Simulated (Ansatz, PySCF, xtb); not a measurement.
Dimer: C2H2 (SMILES C#C) (first 4 atoms) with H2O (SMILES O); geometry from S66by8 set.
(charge 0, multiplicity 1):
| atom | x (Å) | y (Å) | z (Å) |
|---|---|---|---|
| C | -1.0163 | 0.0429 | 0.0336 |
| H | 0.0495 | 0.0126 | 0.0090 |
| C | -2.2282 | 0.0767 | 0.0610 |
| H | -3.2887 | 0.1070 | 0.0856 |
| O | 2.2791 | -0.0730 | -0.0578 |
| H | 2.8495 | -0.6628 | 0.4392 |
| H | 2.8511 | 0.2780 | -0.7432 |

Interaction energies are E(AB) − E(A) − E(B) at the monomers' geometry in the complex; basis-set methods are counterpoise corrected. Rows marked so take none.

Rows in 6-311+G** carry no dispersion term and start afresh at each structure.

The values were computed with Ansatz (Gaussian orbitals); PySCF for 6-311+G** rows; xtb for the GFN methods. Each number belongs to the level named beside it.

Task: One of these levels gives -1.93 kcal/mol for the interaction energy. Which one is it?
A. GFN1-xTB
B. B3LYP/6-311+G** (no counterpoise)
C. PBE/def2-TZVPPD
D. GFN2-xTB

Result: D, GFN2-xTB. The others give -1.25 (GFN1-xTB), -2.60 (PBE/def2-TZVPPD), -3.28 (B3LYP/6-311+G** (no counterpoise))

Ansatz is an electronic-structure program.
